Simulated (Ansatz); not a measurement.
Input file:

```yaml
crystal:
  periodic: [false, false, false]
  atoms:
    - {symbol: O, position_ang: [0.000000, -0.114833, 0.934723]}
    - {symbol: O, position_ang: [0.000000, 0.114833, -0.934723]}
    - {symbol: H, position_ang: [0.000000, 0.851694, 1.008223]}
    - {symbol: H, position_ang: [0.000000, -0.851694, -1.008223]}
basis:
  gaussian: {orbitals: cc-pVDZ}
magnetization: {spin_polarized: false, initial_magnetization: 4}
hamiltonian: {xc: {name: PBE}}
correlation: {method: sc_nevpt2, electrons: outside_noble_gas}
accuracy: high
```

```sh
$ ansatz run in.yaml --threads 1 --pin off --events-out ev --progress --plain --max-ram 2393MiB
```

Problem. One thing in this input was set wrong on purpose, beside settings that are merely unusual. What is the gravest fault, and what does the program do?

Solution. Method needs an active space. How the run ends: refused.
```
Error: this correlation method needs an active space: name one as the reference
```
